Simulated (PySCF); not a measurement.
# C2H2F4 (1,1,1,2-tetrafluoroethane): the cost of one run

Programs: PySCF 2.14.0, with density-fitted response routines of our own. Each step states its level of theory. These are calculated values for one molecule in the gas phase, unless marked as measured. Atoms count from 0, in the outputs and in this text.

### Step 1. Starting geometry

8 atoms, charge 0, multiplicity 1; geometry from: MMFF94s. The atoms were then displaced at random by about 0.03 Å, so the start is not that level's minimum.

Bonds of the start (Å): F0–C1 1.39, C1–C2 1.47, C2–F3 1.41, C2–F4 1.39, C2–F5 1.39, C1–H6 1.08, C1–H7 1.10.

### Step 2. Geometry optimisation at PBE0-D3(BJ)/def2-SVP

The job: settings as JSON, then the geometry in Å.

```
{"job": {"xc": "PBE0", "basis": "def2-SVP", "d3": "d3bj", "grid": 1, "shake": 0.03, "kind": "geom"}, "charge": 0, "multiplicity": 1}
F     -1.238050    -1.292240    -0.034650
C     -0.793790     0.028100    -0.099040
C      0.665250     0.005890     0.056210
F      1.182270    -0.510540     1.261720
F      1.322540    -0.718780    -0.925290
F      1.217860     1.284420     0.027480
H     -1.218650     0.621260     0.702640
H     -0.999210     0.496240    -1.072770
```

On the command line:

```bash
OMP_NUM_THREADS=1 python probes_run.py task.json out
```

The driver reads the jobs from task.json and runs them one after another.

**Question.** How long does this first job take on 1 thread of Arm Neoverse N1, shared host, and how much memory does it need?

About 38 s, with a peak of 0.37 GiB.
